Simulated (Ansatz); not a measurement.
**PHO+ (doublet): from Hartree-Fock to the top rungs, cc-pVTZ**

Aim: climb from Hartree-Fock through coupled cluster and multireference methods for PHO+ (doublet) at one geometry and basis, and see what each rung misses.

Program: Ansatz 0.2.0, Gaussian basis. Level of theory: cc-pVTZ, core rule «outside noble gas», up to 6 orbitals frozen. These are calculated values, not measurements.

The runs, in order: UHF; CCSD(T) on ROHF; CCSD(T) on UHF; BCCD(T) on ROHF; CCSDT(Q) on ROHF; CCSDT(Q) on UHF; CASSCF and MRCISD+Q, 11 electrons in 9 orbitals; CASSCF and NEVPT2, 11 electrons in 9 orbitals.

4 further runs of the same task are left out: 4 set aside as unsound or not needed.

## Step 1: What is computed

The geometry is a PBE0/def2-TZVP stationary point (not a proven minimum) of the parent state, kept for this charge and spin.

3 atoms, charge 1, spin multiplicity 2.

Atoms are counted from 1 here; the program's logs count them from 0.

Bond lengths: O1–P2 1.634 Å, O1–H3 0.963 Å. Angles: P2–O1–H3 114.8°.

## Step 2: UHF

in.yaml reads:

```yaml
crystal:
  periodic: [false, false, false]
  atoms:
    - {symbol: O, position_ang: [0.000000, -0.101812, 1.041721]}
    - {symbol: P, position_ang: [0.000000, 0.028618, -0.587387]}
    - {symbol: H, position_ang: [0.000000, 0.736686, 1.514642]}
basis:
  gaussian: {orbitals: cc-pVTZ}
total_charge: 1
magnetization: {spin_polarized: true, initial_magnetization: 1}
hamiltonian: {xc: hf}
output: {orbitals: {seedname: orbitals}}
```

Run with:

```sh
> ansatz run in.yaml --threads 1 --pin off --events-out ev --progress --plain --max-ram 4096MiB --backend cpu
```

After this run come: CCSD(T) on ROHF; CCSD(T) on UHF; BCCD(T) on ROHF; CCSDT(Q) on ROHF; CCSDT(Q) on UHF; CASSCF and MRCISD+Q, 11 electrons in 9 orbitals; CASSCF and NEVPT2, 11 electrons in 9 orbitals.

Before running them: what should the planned runs give, taken together? Wanted: UCCSDT(Q) below the RHF energy; RMP2 from UCCSDT(Q); UMP2 from UCCSDT(Q); RCCSD from UCCSDT(Q); RCCSD(T) from UCCSDT(Q); UCCSD(T) from UCCSDT(Q); RCCSDT(Q) from UCCSDT(Q); NEVPT2 valence from UCCSDT(Q); MRCISD+Q valence from UCCSDT(Q).

**Answer**, as computed:

| quantity | value |
| --- | --- |
| UCCSDT(Q) below the RHF energy | -10.3509 eV |
| RMP2 from UCCSDT(Q) | +894.7 meV |
| UMP2 from UCCSDT(Q) | +922.7 meV |
| RCCSD from UCCSDT(Q) | +499.4 meV |
| RCCSD(T) from UCCSDT(Q) | +52.8 meV |
| UCCSD(T) from UCCSDT(Q) | +53.4 meV |
| RCCSDT(Q) from UCCSDT(Q) | +10.2 meV |
| NEVPT2 valence from UCCSDT(Q) | +1591.1 meV |
| MRCISD+Q valence from UCCSDT(Q) | +126.9 meV |
| levels within 1 kcal/mol (43 meV) | RCCSDT, UCCSDT, RCCSDT(Q) |
| T1 diagnostic | 0.029 |
| effectively unpaired electrons | 1.03 |

What this shows: RCCSD(T) misses by +52.8 meV, 0.5 % of the correlation energy. One determinant dominates. Of the multireference levels listed MRCISD+Q valence comes nearest in total energy (+126.9 meV), which doesn't show that its space is the better one. These misses are within one basis, not against nature; the frozen cores of restricted and unrestricted runs differ, which can shift their rows.
